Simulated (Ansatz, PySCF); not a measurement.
System: C$_{3}$H$_{7}$O, charge 0, multiplicity 2. SMILES: C[CH]OC
Structure (B3LYP-D3(BJ)/def2-TZVP (Ansatz, a quantum-chemistry and plane-wave program) minimum search):
```xyz
11

O      0.0523    -0.6706     0.1071
C     -0.0603     0.6776    -0.0442
C      1.3727    -1.1799     0.0162
C     -1.4467     1.1966    -0.0072
H      0.7128     1.1611    -0.6368
H      1.3058    -2.2608     0.1190
H      1.8188    -0.9338    -0.9534
H      2.0015    -0.7731     0.8135
H     -2.0459     0.8526    -0.8637
H     -1.9639     0.8656     0.8972
H     -1.4418     2.2870    -0.0213
```
Charge 0, spin multiplicity 2.

Unscaled harmonic wavenumbers (cm⁻¹) in rising order, each level at the stationary point that it reaches from this structure (no distance between atoms moves by over 0.3 Å); the order of modes can differ between levels, and a negative number is imaginary. B3LYP-D3(BJ)/def2-TZVP (PySCF, at the structure above): 110, 165, 198, 288, 471, 563, 887, 1023, 1068, 1130, 1172, 1194, 1278, 1383, 1422, 1464, 1479, 1488, 1496, 1503, 2951, 3000, 3044, 3054, 3098, 3116, 3130.

HF/3-21G (Ansatz): 103, 158, 203, 282, 476, 699, 913, 1096, 1159, 1220, 1257, 1267, 1345, 1494, 1572, 1633, 1647, 1665, 1675, 1690, 3169, 3187, 3238, 3240, 3260, 3280, 3301. Zero-point energy 63.2 against 58.9 kcal/mol; where all levels lie over 400 cm⁻¹, the wavenumbers are on average 1.083 times those of B3LYP-D3(BJ)/def2-TZVP.

HF/6-31G* (Ansatz): 108, 179, 224, 304, 501, 737, 961, 1140, 1167, 1230, 1295, 1307, 1400, 1512, 1574, 1618, 1631, 1645, 1646, 1657, 3173, 3193, 3244, 3251, 3269, 3286, 3314. Zero-point energy 63.7 against 58.9 kcal/mol; where all levels lie over 400 cm⁻¹, the wavenumbers are on average 1.096 times those of B3LYP-D3(BJ)/def2-TZVP.

B3LYP/6-31G* (Ansatz): 108, 163, 203, 286, 471, 615, 894, 1042, 1080, 1140, 1184, 1206, 1290, 1400, 1447, 1496, 1506, 1515, 1526, 1532, 2972, 3014, 3069, 3072, 3105, 3124, 3149. Zero-point energy 59.5 against 58.9 kcal/mol; where all levels lie over 400 cm⁻¹, the wavenumbers are on average 1.015 times those of B3LYP-D3(BJ)/def2-TZVP.
